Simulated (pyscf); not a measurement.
**Concerted two-bond exchange: •H₂C–F (SMILES [CH2]F) + HF (SMILES F) → F–CH₂–F (SMILES FCF) + H• (SMILES [H])**

Gas phase, doublet surface, charge 0. Bonds broken: C1–H4, H3–F6. Bonds formed: C1–H3, C1–F6. PySCF, gas phase, ωB97X-D3(BJ)/def2-SVP geometries. MP2 and CC: frozen core, UHF for open shells. ΔMP2 is the change of the MP2 total energy from the triple- to the quadruple-zeta basis.

Transition state (Å):

```xyz
6

C      0.7397    -0.3924     0.3733
F      0.9410     0.1522    -0.8379
H      0.3042     0.2736     1.1450
H     -0.4930    -0.7769     0.2001
H      0.9444    -1.4781     0.4641
F      2.2003    -0.1256     1.0581
```

One imaginary mode, 1291i cm⁻¹; descent along it reached the two sides named.

```
bond   change  reactant side (Å)  saddle  product side
-----  ------  -----------------  ------  ------------
C1–H4  breaks              1.097   1.303           3.6
H3–F6  breaks              0.929   1.940         2.003
C1–H3   forms              2.173   1.109         1.105
C1–F6   forms                2.8   1.635         1.351
```

Electronic energies relative to the separated reactants (kcal/mol):

```
level                             barrier  reaction energy  reverse barrier
--------------------------------  -------  ---------------  ---------------
ωB97X-D3(BJ)/def2-TZVP               55.4            +14.2             41.3
PBE/def2-TZVP                        44.0            +13.8             30.2
r²SCAN/def2-TZVP                     48.7            +16.8             31.8
B3LYP-D3(BJ)/def2-TZVP               52.3            +17.6             34.7
PBE0-D3(BJ)/def2-TZVP                51.7            +14.4             37.3
M06-2X/def2-TZVP                     56.9            +13.8             43.1
ωB97M-D3(BJ)/def2-TZVP               55.4            +15.1             40.3
HF/def2-TZVP                         79.1            +14.8             64.4
MP2/def2-QZVPP                       64.2            +14.9             49.3
CCSD/def2-TZVPP                      65.0            +18.6             46.4
CCSD(T)/def2-TZVPP                   61.7            +17.4             44.3
CCSD(T)/def2-TZVPP + ΔMP2(QZVPP)     61.3            +18.2             43.1
```

With CCSD(T)/def2-TZVPP + ΔMP2(QZVPP) energies and thermal terms (ideal gas, 1 atm, RRHO with modes under 100 cm⁻¹ raised to 100, one conformer, R ln 2 for rigid chiral ones), in kcal/mol:

```tsv
T (K)	ΔH‡	ΔG‡	ΔH	ΔG
298	59.6	69.6	+16.9	+20.4
600	59.1	80.1	+16.8	+23.9
900	59.3	90.5	+17.3	+27.4
1200	59.8	100.9	+18.1	+30.7
```

Another saddle between the same species, by other bonds, lies lower (50.2 kcal/mol against 55.4 kcal/mol at ωB97M-D3(BJ)). The CCSD(T) − MP2 part came from Ansatz, without density fitting, on the same reference.
